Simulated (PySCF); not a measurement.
Point-charge models of oxetane, `C1COC1` against its computed dipole.

Coordinates (GFN2-xTB, Å) and charges (e) from the PBE0/pcSseg-1 density (PySCF):

```csv
atom,x,y,z,Mulliken,IAO,Hirshfeld,ESP-fitted
C1,-0.084,0.625,-0.486,-0.3419,-0.3021,-0.0780,-0.4567
C2,1.062,-0.197,0.109,+0.0847,-0.0422,+0.0068,+0.4217
O3,0.144,-1.043,0.806,-0.5169,-0.4296,-0.1825,-0.5363
C4,-0.988,-0.332,0.297,+0.0847,-0.0422,+0.0068,+0.4283
H5,-0.123,1.662,-0.165,+0.1288,+0.1436,+0.0441,+0.1162
H6,-0.181,0.569,-1.567,+0.1288,+0.1436,+0.0441,+0.1158
H7,1.664,-0.761,-0.610,+0.1079,+0.1322,+0.0397,-0.0198
H8,1.723,0.337,0.798,+0.1080,+0.1322,+0.0398,-0.0227
H9,-1.575,0.121,1.101,+0.1080,+0.1322,+0.0397,-0.0236
H10,-1.632,-0.977,-0.306,+0.1079,+0.1322,+0.0397,-0.0228
```

**Question.** Form Σ q r in debye for every column and set it beside the full dipole.

**Answer.** The full density gives (-0.22, 1.61, -1.25) D, 2.05 D in size; dipole vectors point from the negative to the positive end.

```
    scheme     μx    μy     μz  size (D)  share of the full size (%)  angle to the full dipole (°)
  Mulliken  -0.28  2.06  -1.60      2.63                         128                             0
       IAO  -0.28  2.08  -1.61      2.64                         129                             0
 Hirshfeld  -0.12  0.89  -0.69      1.13                          55                             0
ESP-fitted  -0.22  1.61  -1.26      2.06                         100                             0
```

**Question.** Which set comes closest?

**Answer.** Length of the difference vector: ESP-fitted 0.02 D, Mulliken 0.58 D, IAO 0.60 D, Hirshfeld 0.91 D. Closest: ESP-fitted. 

**Question.** What is left for the Hirshfeld atoms' own dipoles?

**Answer.** The shares of the density sum to the whole, so what Σ q r misses lies in dipoles about the nuclei. The atomic dipoles sum to (-0.22, 1.61, -1.25) − (-0.12, 0.89, -0.69) = (-0.10, 0.72, -0.56) D, 0.91 D in size.

**Question.** With the origin at the mean of the coordinates, (0.001, 0.000, -0.002) Å, which are the largest single terms, by size, of the IAO dipole along the direction of the full one?

**Answer.** O3 +2.74, C1 -1.15, H6 +0.98, H5 +0.98, H9 -0.26 D; all 10 atoms together +2.64 D. The single terms depend on the origin, their sum doesn't.

**Question.** Give the size of the full dipole in other units.

**Answer.** 2.05 D = 0.805 au = 0.426 e·Å = 6.82 × 10⁻³⁰ C·m.

Isolated species at its GFN2-xTB geometry, gas phase.
